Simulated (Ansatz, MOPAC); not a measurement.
Species: C₂H₃O, charge -1, multiplicity 1. SMILES: C[C-]=O

Atoms: O1, C2, C3, H4, H5, H6. Bonds: O1-C2, C2-C3, C3-H4, C3-H5, C3-H6.

Bond lengths (Å) and angles (degrees) optimised at AM1 with MOPAC; PM7 with MOPAC; HF/3-21G with Ansatz (a first-principles code); HF/6-31G* with Ansatz, each started from the B3LYP-D3(BJ)/def2-TZVP structure (Ansatz) of the last column. A row stands for all coordinates that are equal there. 6-31G* holds six Cartesian d functions.

```json
[
 {"coordinate": "O1-C2", "AM1": "1.247", "PM7": "1.209", "HF/3-21G": "1.239", "HF/6-31G*": "1.230", "B3LYP-D3(BJ)/def2-TZVP": "1.236"},
 {"coordinate": "C2-C3", "AM1": "1.537", "PM7": "1.651", "HF/3-21G": "1.745", "HF/6-31G*": "1.625", "B3LYP-D3(BJ)/def2-TZVP": "1.600"},
 {"coordinate": "C3-H4", "AM1": "1.120", "PM7": "1.074", "HF/3-21G": "1.091", "HF/6-31G*": "1.096", "B3LYP-D3(BJ)/def2-TZVP": "1.107"},
 {"coordinate": "C3-H5", "AM1": "1.116", "PM7": "1.074", "HF/3-21G": "1.093", "HF/6-31G*": "1.096", "B3LYP-D3(BJ)/def2-TZVP": "1.099"},
 {"coordinate": "O1-C2-C3", "AM1": "115.8", "PM7": "113.5", "HF/3-21G": "109.3", "HF/6-31G*": "110.0", "B3LYP-D3(BJ)/def2-TZVP": "112.0"},
 {"coordinate": "C2-C3-H4", "AM1": "116.1", "PM7": "109.9", "HF/3-21G": "111.3", "HF/6-31G*": "113.6", "B3LYP-D3(BJ)/def2-TZVP": "112.4"},
 {"coordinate": "C2-C3-H5", "AM1": "108.1", "PM7": "105.7", "HF/3-21G": "108.9", "HF/6-31G*": "109.8", "B3LYP-D3(BJ)/def2-TZVP": "108.8"},
 {"coordinate": "H4-C3-H5", "AM1": "108.0", "PM7": "111.7", "HF/3-21G": "109.9", "HF/6-31G*": "108.8", "B3LYP-D3(BJ)/def2-TZVP": "110.0"},
 {"coordinate": "H5-C3-H6", "AM1": "108.3", "PM7": "111.7", "HF/3-21G": "107.7", "HF/6-31G*": "105.9", "B3LYP-D3(BJ)/def2-TZVP": "106.6"}
]
```

Mean signed difference of all 5 bond lengths from B3LYP-D3(BJ)/def2-TZVP: AM1 -0.001 Å, PM7 -0.012 Å, HF/3-21G 0.024 Å, HF/6-31G* 0.000 Å.
